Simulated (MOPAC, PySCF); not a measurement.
CH$_{4}$, SMILES `C`, neutral singlet in the gas phase. 

Cartesian coordinates (Å):
SMILES: C
```xyz
5

C      0.0000     0.0000     0.0000
H     -0.7024    -0.8075    -0.2380
H     -0.3871     0.9483    -0.3912
H      0.1170     0.0739     1.0877
H      0.9726    -0.2146    -0.4584
```
Charge 0, spin multiplicity 1.

All levels are single points at this geometry (PBE-D3(BJ)/def2-TZVP); Pople sets use spherical d functions. Orbital energies aren't observables, and empty levels follow the basis.

M06-2X/6-31G* in PySCF gives gap (eV) = 16.82.

Estimate the gap (eV) from each of these levels: PBE-D3(BJ)/def2-TZVP in PySCF; B3LYP/6-31G* in PySCF; PBE/6-31G* in PySCF; SVWN5/6-31G* in PySCF; PM6 in MOPAC.


| level | gap (eV) |
|---|---|
| PBE-D3(BJ)/def2-TZVP in PySCF | 10.31 |
| B3LYP/6-31G* in PySCF | 13.77 |
| PBE/6-31G* in PySCF | 11.87 |
| SVWN5/6-31G* in PySCF | 11.78 |
| PM6 in MOPAC | 19.56 |
